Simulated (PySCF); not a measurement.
Molecule: `[AlH4-]`, [AlH4]-.

Mapped SMILES: `[AlH4-:1]` (H(Xn): hydrogen on atom n).

Geometry PBE0-D3(BJ)/def2-SVP throughout; GIAO in PySCF 2.14.0 with density-fitted response routines, gas phase, one conformer, non-relativistic; equivalent atoms averaged; functional PBE0.

Task: How do the absolute shieldings σ depend on the basis set? (ppm; last column core-seconds on shared hosts with different chips, so compare them loosely)

Result: 
```csv
basis set,functions,Al1,H(Al1),core-s
STO-3G,13,475.0,33.73,0.4
6-31G,21,542.6,29.40,0.6
pcSseg-0,21,475.9,29.05,0.7
6-31G*,26,535.8,28.80,0.7
def2-SVP,38,516.1,28.15,0.8
cc-pVDZ,38,538.6,28.25,1
pcSseg-1,44,489.3,28.14,1.2
"6-311+G(2d,p)",59,492.5,28.06,1.3
def2-TZVP,61,488.4,28.03,1.5
aug-cc-pVDZ,63,541.1,27.98,1.4
IGLO-III,84,484.9,28.01,2.1
cc-pVTZ,90,492.7,28.09,2.4
pcSseg-2,99,485.2,28.02,1.5
pcSseg-3,208,483.9,27.91,7.7
```

Task: Which nucleus moves most, in ppm?

Result: Al1 (aluminium bonded to 4 H): from 475.0 ppm with STO-3G to 542.6 ppm with 6-31G. The smallest spread is 5.82 ppm, at H(Al1).

Task: Taking the largest basis, pcSseg-3 (208 functions), as the yardstick, rank the others by their worst heavy-atom deviation.

Result: IGLO-III 1.0 ppm (84 functions), pcSseg-2 1.3 ppm (99 functions), def2-TZVP 4.5 ppm (61 functions), pcSseg-1 5.3 ppm (44 functions), pcSseg-0 8.0 ppm (21 functions), 6-311+G(2d,p) 8.5 ppm (59 functions), cc-pVTZ 8.7 ppm (90 functions), STO-3G 8.9 ppm (13 functions), def2-SVP 32.2 ppm (38 functions), 6-31G* 51.8 ppm (26 functions), cc-pVDZ 54.6 ppm (38 functions), aug-cc-pVDZ 57.1 ppm (63 functions), 6-31G 58.7 ppm (21 functions).

A small basis that lands close on one nucleus may do so by chance; judge by the trend and by all nuclei.
